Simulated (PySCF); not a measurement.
A species of formula C5H7F has this rotational fingerprint, computed with PySCF, PBE0-D3(BJ)/def2-SVP geometry optimisation, gas phase:

| Property | Result |
| --- | --- |
| Rotational constants | A = 26956, B = 1187, C = 1145 MHz |
| Dipole components | \|μa\| = 1.52 D, \|μb\| = 0.55 D, \|μc\| = 0.01 D |
| Inertial defect | -3.14 u·Å² |
| κ | -1.00 |

Question: Which structure is it? (One computed conformer of each.)
A. `[CH2:1]=[CH:2][CH2:3][C:4](=[CH2:5])[F:6]` with C1–C2–C3–C4 120°, C2–C3–C4–C5 -13°
B. `CC#C[C@@H](C)F`
C. `[CH2:1]=[C:2]([CH3:3])[C:4](=[CH2:5])[F:6]` with C1–C2–C4–C5 179°
D. `[CH2:1]=[C:2]=[C:3]([CH3:4])[CH2:5][F:6]` with C2–C3–C5–F6 -127°
E. `[F:1][C:2]1=[CH:3][CH2:4][CH2:5][CH2:6]1` with C2–C3–C4–C5 -13°, C3–C4–C5–C6 20°, C4–C5–C6–C2 -20°, F1–C2–C6–C5 -170°
F. `[CH3:1]/[CH:2]=[CH:3]/[CH:4]=[CH:5]/[F:6]` with C2–C3–C4–C5 180°

Answer: F. It is C/C=C/C=C/F, a near-prolate asymmetric top. The candidates at the same level (rigid rotor, commonest isotopes):

| SMILES | A (MHz) | B (MHz) | C (MHz) | μa (D) | μb (D) | μc (D) | Δ (u·Å²) | point group | rotor |
| --- | --- | --- | --- | --- | --- | --- | --- | --- | --- |
| FC1=CCCC1 | 7197 | 3149 | 2301 | 1.44 | 0.32 | 0.12 | -11.03 | – | asymmetric top |
| C=C=C(C)CF | 6119 | 2218 | 1767 | 1.14 | 0.20 | 0.99 | -24.41 | C1 | asymmetric top |
| C=CCC(=C)F | 8302 | 2023 | 1726 | 1.33 | 0.15 | 0.10 | -17.88 | C1 | near-prolate asymmetric top |
| C=C(C)C(=C)F | 5133 | 3397 | 2071 | 1.23 | 0.98 | 0.00 | -3.18 | Cs | asymmetric top |
| C/C=C/C=C/F | 26956 | 1187 | 1145 | 1.52 | 0.55 | 0.01 | -3.14 | near Cs | near-prolate asymmetric top |
| CC#C[C@@H](C)F | 8324 | 1683 | 1476 | 1.39 | 1.57 | 0.53 | -18.55 | C1 | near-prolate asymmetric top |

`FC1=CCCC1` has B 165 % too high; `C=C(C)C(=C)F` has B 186 % too high; `CC#C[C@@H](C)F` has A 69 % too low; `C=CCC(=C)F` has B 70 % too high; `C=C=C(C)CF` has B 87 % too high. No structure here is proved a minimum.
